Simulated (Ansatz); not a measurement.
Abridged output of a molecular run in Ansatz:

```
Functional definition: HF
  name "HF"
  cite "Fock, Z. Phys. 61, 126 (1930) doi:10.1007/BF01340294"
  parent pbe
  exchange = exact_x
  correlation = 0
710 factors; integrals over basis functions are off by at most 1.2e-3 eV
mean field evaluation 1: about -12593.0917 eV, gradient 1.7e1 eV
mean field evaluation 2: about -12593.0953 eV, gradient 1.7e1 eV
mean field evaluation 4: about -12594.2253 eV, gradient 1.8e0 eV
mean field evaluation 8: about -12594.2371 eV, gradient 1.2e-4 eV
mean field -12594.23712162 eV, -462.8296775391 hartree, gradient 1.3e-6 eV, S^2 0.000000; 0 other end points of the search recorded, 0 dependent functions left out
7 core orbitals not correlated: weight in the atoms' cores, before any rotation towards them, 1.000 or more for the frozen orbitals, at most 0.000 for the correlated occupied ones
reference -12594.23712162 eV, -462.8296775391 hartree; 9, 9 occupied and 55, 55 virtual orbitals, 710 factors
second order -9.96442680 eV of doubles, -0.00000000 eV of singles
cycle   1  -10.80874704 eV  change   -8.4e-1 eV  update   7.8e-2
cycle   2  -11.14606191 eV  change   -3.4e-1 eV  update   2.4e-2
cycle   3  -11.19971446 eV  change   -5.4e-2 eV  update   1.3e-2
cycle   4  -11.19561003 eV  change    4.1e-3 eV  update   5.0e-3
cycle   5  -11.19504830 eV  change    5.6e-4 eV  update   1.9e-3
cycle   6  -11.19473986 eV  change    3.1e-4 eV  update   4.7e-4
cycle   7  -11.19466904 eV  change    7.1e-5 eV  update   1.3e-4
cycle   8  -11.19466980 eV  change   -7.6e-7 eV  update   3.9e-5
cycle   9  -11.19465810 eV  change    1.2e-5 eV  update   9.6e-6
perturbative correction -0.34201343 eV, -0.0125687617 hartree
Total energy: -12605.77379315 eV, -463.2536423979 hartree
```

Its atoms:

```xyz
8

B     0.9270    0.1232   -1.2809
S     0.4441    1.0157    0.1440
C    -0.7182   -0.0549    1.0241
H     0.4952   -0.9674   -1.5031
H     1.7039    0.6722   -2.0000
H    -1.6763    0.4566    1.1123
H    -0.3298   -0.2559    2.0222
H    -0.8459   -0.9895    0.4814
```

(1) Which basis set was used?
A. cc-pV(Q+d)Z
B. def2-QZVPP
C. def2-SVP
D. def2-SVPD

(2) Write the keys of the input that set method, charge and spin (a neutral closed shell needs none for the last two).

Results:

(1) C. It gives 71 functions.

(2) 
```yaml
correlation: {method: ccsd_t}
```
